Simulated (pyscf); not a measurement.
Structures and frequencies: ωB97X-D3(BJ)/def2-SVP in PySCF.

Problem. Estimate the classical barrier height and the reaction energy of :HSi–AsH₂ (SMILES [SiH][AsH2]) [singlet] + H₂O (SMILES O) -> HO–SiH=AsH (SMILES O[SiH]=[AsH]) + H₂ (SMILES [H][H]) at ωB97M-D3(BJ)/def2-TZVP. The step runs on the singlet surface, breaks As–H, H–O and forms O–Si, H–H; take the separated reactants as zero.

Solution. ΔE‡ = 15.3 kcal/mol, ΔE = -35.1 kcal/mol. Zero-point energy shifts the barrier by -0.2 kcal/mol. It is a concerted two-bond exchange, with an imaginary mode of 829i cm⁻¹. On the reactant side the descent ends in an adduct with a O–Si contact, 17.0 kcal/mol under the separated species and 31.7 kcal/mol under the saddle at ωB97X-D3(BJ)/def2-TZVP. What is counted as formed (O–Si) is already present as a longer contact in the reactant adduct; forming that adduct is a step of its own. The same reactants have a lower exit, to HO–Si:–AsH₂ [singlet] + H₂ (barrier +6.5 kcal/mol at ωB97M-D3(BJ)/def2-TZVP, against +15.3 kcal/mol here). :HSi–AsH₂ [singlet] lies 16.8 kcal/mol over its isomer H₂Si=AsH (electronic energy, ωB97M-D3(BJ)/def2-TZVP). This is the saddle that the search found; another between the same sides may lie lower. Elements up to Kr have no core potential and no relativistic terms here.
